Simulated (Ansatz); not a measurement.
Ansatz (a first-principles code) input (MP2/6-311+G**): A basis named .json is the Basis Set Exchange file of that set (core-valence sets with the plain set on hydrogen).

Ansatz 0.2 input:
```yaml
crystal:
  periodic: [false, false, false]
  atoms:
    - {symbol: C, position_ang: [-0.00000000, -0.00000000, -0.49689011]}
    - {symbol: N, position_ang: [0.00000000, 0.00000000, 0.64927938]}
    - {symbol: H, position_ang: [-0.00000000, -0.00000000, -1.56361504]}
basis:
  gaussian:
    orbitals: 6-311+G__.json
magnetization: {spin_polarized: false}
correlation: {method: mp2, electrons: outside_noble_gas}
output: {forces: true}
```

Output:

```
Functional definition: HF
integrals: 0.01 GiB planned
400 factors; integrals over basis functions are off by at most 5.5e-4 eV
mean field: 0.07 GiB planned
mean field evaluation 1: about -2525.9252 eV, gradient 2.9e1 eV
mean field evaluation 2: about -2525.9415 eV, gradient 2.9e1 eV
mean field evaluation 4: about -2527.9195 eV, gradient 2.7e0 eV
mean field evaluation 8: about -2527.9499 eV, gradient 1.5e-4 eV
mean field -2527.94991401 eV, -92.9004458338 hartree, gradient 1.9e-6 eV, S^2 0.000000; 0 other end points of the search recorded, 0 dependent functions left out
2 core orbitals not correlated
reference -2527.94991401 eV, -92.9004458338 hartree; 5, 5 occupied and 43, 43 virtual orbitals, 400 factors
densities: 0.06 GiB planned
second order -8.20280253 eV of doubles, -0.00000000 eV of singles
the calculation of the forces begins
Total energy: -2536.15271653 eV, -93.2018932666 hartree
Atom 0 at    -0.000000    -0.000000    -0.496890 Å, force    -0.000000     0.000000    -2.857807 eV/Å
Atom 1 at     0.000000     0.000000     0.649279 Å, force     0.000000    -0.000000     2.867588 eV/Å
Atom 2 at    -0.000000    -0.000000    -1.563615 Å, force     0.000000     0.000000    -0.009781 eV/Å
Dipole moment:    -0.000000    -0.000000    -0.628108 e Å
```
